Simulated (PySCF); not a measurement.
**HF⁻ at other levels of theory**

Aim: see what other levels and later steps give for HF⁻.

Program: PySCF 2.14.0. Level of theory: each script names its method and basis. These are calculated values, not measurements.

2 further runs of the same task are left out: 2 that didn't finish.

### Step 1. Starting geometry

HF⁻: 2 atoms, charge -1, spin multiplicity 2.

Bond lengths: H1–F2 0.931 Å.

### Step 2. The base run

input.py

```python
from pyscf import gto, scf, tdscf

mol = gto.M(
    atom='H 0 0 0; F 0 0 0.931',
    basis='cc-pvtz-dk',
    charge=-1,
    spin=1,
    verbose=4,
)
mf = scf.UHF(mol)
mf = mf.sfx2c1e()
mf.kernel()
td = tdscf.TDA(mf)
td.nstates = 6
td.kernel()
td.analyze()
mf.dip_moment()
print('orbital energies (hartree):', [e[max(0, n-3):n+3].round(4) for e, n in zip(mf.mo_energy, mol.nelec)])
```

On the command line:

```sh
$ OMP_NUM_THREADS=1 python input.py
```

The log of this run is left out.

Base result: E(SCF) = -100.010215 Eh, 10 cycles, ⟨S²⟩ = 0.751, excitations 10.75, 11.74, 11.74, 14.64, 18.81 eV.

The bond length is a typed value, not an optimised one. The dipole of an ion depends on the origin.

### Step 3. Wb97 (UKS)

Edit 1 changes functional: none (Hartree–Fock) → wb97; SCF type: UHF → UKS; step after the SCF: tda → analyze.

input.py

```python
from pyscf import gto, dft

mol = gto.M(
    atom='H 0 0 0; F 0 0 0.931',
    basis='cc-pvtz-dk',
    charge=-1,
    spin=1,
    verbose=4,
)
mf = dft.UKS(mol, xc='wb97')
mf = mf.sfx2c1e()
mf.kernel()
mf.analyze()
print('orbital energies (hartree):', [e[max(0, n-3):n+3].round(4) for e, n in zip(mf.mo_energy, mol.nelec)])
```

On the command line:

```sh
$ OMP_NUM_THREADS=1 python input.py
```

### Step 4. EOM-IP

Edit 2 changes step after the SCF: tda → eomip; frozen orbitals: none → 1; number of roots: 6 → 4.

input.py, as its differences from that of step 2:

```diff
@@ -1,2 +1,2 @@
-from pyscf import gto, scf, tdscf
+from pyscf import gto, scf, cc
 
@@ -12,6 +12,6 @@
 mf.kernel()
-td = tdscf.TDA(mf)
-td.nstates = 6
-td.kernel()
-td.analyze()
+mycc = cc.CCSD(mf, frozen=1)
+mycc.kernel()
+e = mycc.ipccsd(nroots=4)[0]
+print('roots (eV) =', (e*27.211386).round(3))
 mf.dip_moment()
```

### Step 5. Pbesol (UKS)

Edit 3 changes functional: none (Hartree–Fock) → pbesol; SCF type: UHF → UKS; step after the SCF: tda → analyze.

input.py

```python
from pyscf import gto, dft

mol = gto.M(
    atom='H 0 0 0; F 0 0 0.931',
    basis='cc-pvtz-dk',
    charge=-1,
    spin=1,
    verbose=4,
)
mf = dft.UKS(mol, xc='pbesol')
mf = mf.sfx2c1e()
mf.kernel()
mf.analyze()
print('orbital energies (hartree):', [e[max(0, n-3):n+3].round(4) for e, n in zip(mf.mo_energy, mol.nelec)])
```

### Step 6. Pbe0 (UKS)

Edit 4 changes functional: none (Hartree–Fock) → pbe0; SCF type: UHF → UKS; step after the SCF: tda → analyze.

input.py

```python
from pyscf import gto, dft

mol = gto.M(
    atom='H 0 0 0; F 0 0 0.931',
    basis='cc-pvtz-dk',
    charge=-1,
    spin=1,
    verbose=4,
)
mf = dft.UKS(mol, xc='pbe0')
mf = mf.sfx2c1e()
mf.kernel()
mf.analyze()
print('orbital energies (hartree):', [e[max(0, n-3):n+3].round(4) for e, n in zip(mf.mo_energy, mol.nelec)])
```

**Question.** What will these runs give? Wanted: for each run, E(SCF); from base; gap, α spin; after the SCF.

The runs gave:

```
         run  E(SCF) (hartree)  from base (eV)  cycles  gap, α spin (eV)                                                 after the SCF
        base       -100.010215               0      10             19.47                                    lowest root found 10.75 eV
  wb97 (UKS)       -100.426058  not comparable       9             18.07                                                           n/a
      EOM-IP       -100.010215          0.0000      10             19.47  CCSD correlation -7.679 eV, core frozen, first root -3.41 eV
pbesol (UKS)       -100.058060  not comparable       8             10.52                                                           n/a
  pbe0 (UKS)       -100.358426  not comparable       9             12.75                                                           n/a
```

The highest filled level of this anion is positive: the basis lacks diffuse functions or the electron is not bound, so these numbers hang on the basis. The α-spin gap between the frontier levels is 10.5 eV with pbesol (0 % exact exchange) and 12.8 eV with pbe0 (25 %): exact exchange opens it. Total energies of different functionals can't be compared with each other; differences within one functional can.
